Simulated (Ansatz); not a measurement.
Species: N₂H₄, charge 1, multiplicity 2. 
Coordinates optimised at B3LYP-D3(BJ)/def2-TZVP (Ansatz, a program for electronic structure):
```
N
N 1 1.3083
H 1 1.0131 2 119.37
H 2 1.0131 1 119.37 3 180.00
H 1 1.0131 3 120.76 2 171.87
H 2 1.0131 4 120.76 1 -171.87
```
Charge +1, spin multiplicity 2.

Basis-set convergence of Hartree-Fock and MP2 correlation energies (hartree) with Ansatz. Correlated levels leave the core frozen unless marked. UHF or UKS for open shells. No spin-orbit coupling. No relativistic terms.

| basis | functions | E(HF) | E(corr, MP2) |
|---|---|---|---|
| aug-cc-pVDZ | 82 | -110.94563 | -0.33585 |
| aug-cc-pVTZ | 184 | [?] | [?] |

Q: Complete the blanks.

A: 
- aug-cc-pVTZ, E(HF): -110.97337
- aug-cc-pVTZ, E(corr, MP2): -0.40710
